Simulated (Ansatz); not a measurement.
We consider Cs₂AgBiBr₆ (Fm-3m, No. 225), described by PBE-D3(BJ) in Ansatz (PAW).

Settings: plane-wave cutoff 520 eV, 6×6×6 k mesh, Fermi–Dirac smearing 0.01 eV, no spin polarisation, scalar-relativistic PAW data made under PBE.

Computed at the level's own relaxed cell.

Problem. Predict the equilibrium lattice constant a.

Solution. 
- equilibrium lattice constant a: 11.305 Å

Spin–orbit coupling is not included; it can shift volumes and moduli of such heavy elements.

Computed values are for the static lattice.

Cost on a shared machine: very roughly 80 core-seconds.

Ansatz is a first-principles code.
